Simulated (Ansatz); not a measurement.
Two isomers of C2H3NO2: A = `N#COCO`, B = `OC1(O)C=N1`.

Calculated with Ansatz (gas phase, PBE0-D4/def2-TZVP geometries, no zero-point term in ΔE). CBS: MP2 limit from def2 TZ/QZ plus the TZ coupled-cluster correction, frozen cores. DFT in def2-TZVPP. One conformer a species, not always the lowest.

Question: Which is lower in electronic energy at CCSD(T)/CBS, and by how much? (An estimate is asked.)

Answer: Computed: A, by 17.6 kcal/mol.

Question: Give E(B) − E(A) in kcal/mol with HF/def2-TZVPP, CCSD(T)/def2-TZVPP, PBE0-D4, CCSD/def2-TZVPP, LDA (SPW92), CCSD(T)/def2-SVP, ωB97M-V. (Best estimate.)

Answer: Computed: HF/def2-TZVPP 26.0, CCSD(T)/def2-TZVPP 19.6, PBE0-D4 15.0, CCSD/def2-TZVPP 20.1, LDA (SPW92) 10.7, CCSD(T)/def2-SVP 19.6, ωB97M-V 16.8. None reverses the order clearly.

Question: Does the order hold for the free energy at 298.15 K (harmonic terms from PBE0-D4)? (An estimate is asked.)

Answer: Computed: Yes: G(B) − G(A) = +17.4 kcal/mol, for one conformer each. Modes under 60 cm⁻¹, often nearly free rotors, make the harmonic entropy too high.

Largest T1 diagnostic: 0.014.

In def2-TZVPP, CCSD(T) changes the Hartree–Fock value by −6.3 kcal/mol (the triples alone add −0.5 kcal/mol) and MP2 by −6.7 kcal/mol. From BLYP to BHLYP (50 % exact exchange), in def2-TZVPP and without D4, E(B) − E(A) moves by −2.0 kcal/mol.
